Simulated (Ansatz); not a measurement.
# [NH2···H···BH2], doublet: transfer scan

Starting geometry:

```yaml
atoms:
  - { symbol: N, position_ang: [-1.2338, -0.0191, -0.0297] }
  - { symbol: H, position_ang: [-1.5310, 0.9487, -0.0297] }
  - { symbol: H, position_ang: [-1.5310, -0.4214, 0.8505] }
  - { symbol: H, position_ang: [-0.2213, -0.0191, -0.0297] }
  - { symbol: B, position_ang: [1.5252, -0.0191, -0.0297] }
  - { symbol: H, position_ang: [2.0343, -0.0191, 1.0473] }
  - { symbol: H, position_ang: [2.0343, -0.0191, -1.1067] }
```

From there H4 is moved from one fragment to the other while all else, the fragments' distance too, stays fixed, so the hump isn't the reaction's barrier; atoms are numbered as listed. Energies are in eV, counted from the starting geometry at the same level.

Basis cc-pVDZ; Ansatz 0.2.0. Only valence electrons are correlated (noble-gas cores frozen). Prefix R: restricted or restricted open-shell reference; prefix U: unrestricted.

Full CI isn't at hand for all of this; UCCSDT(Q) serves as the reference, and is uncertain by about the last step of the cluster series.

| distance N1-H4 (Å) | UMP2 |
| --- | --- |
| 1.012 | 0.000 |
| 1.095 | 0.068 |
| 1.260 | 0.460 |
| 1.424 | 0.567 |
| 1.589 | 0.500 |

Question: Estimate the UCCSDT(Q) curve in cc-pVDZ from this one, knowing how UMP2 errs.

Answer: The computed UCCSDT(Q) values, in eV from the starting point, and the error of UMP2 against them:
```tsv
distance N1-H4 (Å)	UCCSDT(Q)	UMP2 less UCCSDT(Q)
1.012	0.000	0.000
1.095	0.044	0.024
1.260	0.336	0.124
1.424	0.378	0.189
1.589	0.329	0.171
```

The error spans 0.189 eV and is largest, 0.189 eV, at 1.424 Å.
